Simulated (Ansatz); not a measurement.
# P2H4: single points off equilibrium

The task here is to estimate one member of a computed series from the others.

The runs use Ansatz 0.2.0, Gaussian basis; single points in def2-TZVPP.

Cores are frozen in the correlated methods.

## The system as given

SMILES `PP`, 6 atoms, charge 0, spin multiplicity 1.

Atoms are counted from 1 here; the program's logs count them from 0.

Bond lengths: P1–P2 2.151 Å, P1–H3 1.367 Å, P1–H4 1.368 Å, P2–H5 1.372 Å, P2–H6 1.406 Å. Angles: P2–P1–H3 93.4°, P2–P1–H4 93.5°, H3–P1–H4 90.8°, P1–P2–H5 93.0°, P1–P2–H6 91.3°, H5–P2–H6 91.5°.

Coordinates:

```tsv
atom	x (Å)	y (Å)	z (Å)
P1	0.3672	-1.0016	-0.0637
P2	-0.3413	1.0257	0.0635
H3	-0.5020	-1.4512	0.8906
H4	-0.5162	-1.3376	-1.0533
H5	0.5151	1.4614	-0.9157
H6	0.5959	1.3240	1.0679
```

Set-up of the first run:

run/in.yaml

```yaml
crystal:
  periodic: [false, false, false]
  atoms:
    - {symbol: P, position_ang: [0.367200, -1.001600, -0.063700]}
    - {symbol: P, position_ang: [-0.341300, 1.025700, 0.063500]}
    - {symbol: H, position_ang: [-0.502000, -1.451200, 0.890600]}
    - {symbol: H, position_ang: [-0.516200, -1.337600, -1.053300]}
    - {symbol: H, position_ang: [0.515100, 1.461400, -0.915700]}
    - {symbol: H, position_ang: [0.595900, 1.324000, 1.067900]}
basis:
  gaussian: {orbitals: def2-TZVPP}
correlation: {method: ccsd_t}
output: {forces: true}
```

The command line of these runs was not kept.

Among the steps run: CCSD(T)/def2-TZVPP; PBE0-D4/def2-TZVPP; wB97M-V/def2-TZVPP; r2SCAN-D4/def2-TZVPP; PBE-D4/def2-TZVPP; BHLYP-D4/def2-TZVPP; r2SCANh-D4/def2-TZVPP.

One table of the session follows, with a row left open; its other results are not shown here.

| method | RMS force component (eV/Å) | angle to CCSD(T) forces (°) |
| --- | --- | --- |
| CCSD(T) | 0.697 | reference |
| PBE0-D4 | 0.728 | 8.0 |
| wB97M-V | 0.661 | 3.7 |
| r2SCAN-D4 | 0.742 | 6.6 |
| PBE-D4 | ? | ? |
| BHLYP-D4 | 0.564 | 9.1 |
| r2SCANh-D4 | 0.700 | 6.1 |

Q: Estimate the row for PBE-D4 from the others.

The run gave: RMS force component (eV/Å): 0.888; angle to CCSD(T) forces (°): 10.4. In the column «RMS force component (eV/Å)» it is the highest.
